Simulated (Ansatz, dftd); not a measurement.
Species: Cl₂, charge 0, singlet. Cl2 (SMILES ClCl).
B3LYP-D3(BJ)/def2-TZVP minimum from Ansatz (a program for electronic structure):
```xyz
2

Cl     0.0000     0.0000    -1.0068
Cl     0.0000     0.0000     1.0068
```

Quantity: atomisation energy (electronic, to ground-state atoms), in kcal/mol. Radicals and triplets start from unrestricted determinants; spin-orbit coupling is neglected. Cores are frozen in correlated methods. Rows without X2C or -DK are non-relativistic. CBS(X,Y): correlation extrapolated as X^-3, Hartree-Fock from the larger set (Q,5: extrapolated as (X+1)exp(-9√X)). A bracket is a step between two methods taken in the basis named. The functionals are non-relativistic, so their misses hold any scalar relativity. Double hybrids freeze cores in their MP2 part. '+ core + X2C': CCSD(T) terms for core correlation (cc-pwCVTZ, 1s frozen past Ne) and scalar relativity (cc-pVTZ-DK).

Compared with CCSD(T)/CBS(cc-pV(Q+d)Z,cc-pV(5+d)Z) + [CCSDT(Q) - CCSD(T)]/cc-pV(Q+d)Z + [CCSDTQ - CCSDT(Q)]/cc-pV(D+d)Z + core + X2C (Ansatz): 59.8 kcal/mol.

Costs are rough ratios of core time, to one figure, on one kind of shared machine, summed over the single points of the molecules; atoms, geometries and frequencies are left out. The first row took roughly 1 core seconds; short runs hold start-up time.

| level | program | cost relative to the first row |
|---|---|---|
| B3LYP/def2-TZVPD | Ansatz | 1 |
| r2SCANh/def2-TZVPD | Ansatz | 1 |
| B2PLYP-D3(BJ)/def2-TZVPD | Ansatz + dftd3 | 2 |
| CCSD(T)/CBS(cc-pV(T+d)Z,cc-pV(Q+d)Z) | Ansatz | 9 |
| CCSD(T)/CBS(cc-pV(Q+d)Z,cc-pV(5+d)Z) + [CCSDT(Q) - CCSD(T)]/cc-pV(T+d)Z + core + X2C | Ansatz | 100 |
| CCSDT(Q)/cc-pV(Q+d)Z | Ansatz | 500 |
| CCSD(T)/CBS(cc-pV(Q+d)Z,cc-pV(5+d)Z) + [CCSDT(Q) - CCSD(T)]/cc-pV(T+d)Z + [CCSDTQ - CCSDT(Q)]/cc-pV(D+d)Z + core + X2C | Ansatz | 600 |

Problem. Among the rows that cost no more than CCSD(T)/CBS(cc-pV(T+d)Z,cc-pV(Q+d)Z), which comes nearest?

Solution. CCSD(T)/CBS(cc-pV(T+d)Z,cc-pV(Q+d)Z).
```json
[
 {"level": "B3LYP/def2-TZVPD", "difference (kcal/mol)": "-4.3"},
 {"level": "r2SCANh/def2-TZVPD", "difference (kcal/mol)": "-2.4"},
 {"level": "B2PLYP-D3(BJ)/def2-TZVPD", "difference (kcal/mol)": "-3.9"},
 {"level": "CCSD(T)/CBS(cc-pV(T+d)Z,cc-pV(Q+d)Z)", "difference (kcal/mol)": "-0.8"},
 {"level": "CCSD(T)/CBS(cc-pV(Q+d)Z,cc-pV(5+d)Z) + [CCSDT(Q) - CCSD(T)]/cc-pV(T+d)Z + core + X2C", "difference (kcal/mol)": "0.0"},
 {"level": "CCSDT(Q)/cc-pV(Q+d)Z", "difference (kcal/mol)": "-3.0"},
 {"level": "CCSD(T)/CBS(cc-pV(Q+d)Z,cc-pV(5+d)Z) + [CCSDT(Q) - CCSD(T)]/cc-pV(T+d)Z + [CCSDTQ - CCSDT(Q)]/cc-pV(D+d)Z + core + X2C", "difference (kcal/mol)": "0.0"}
]
```
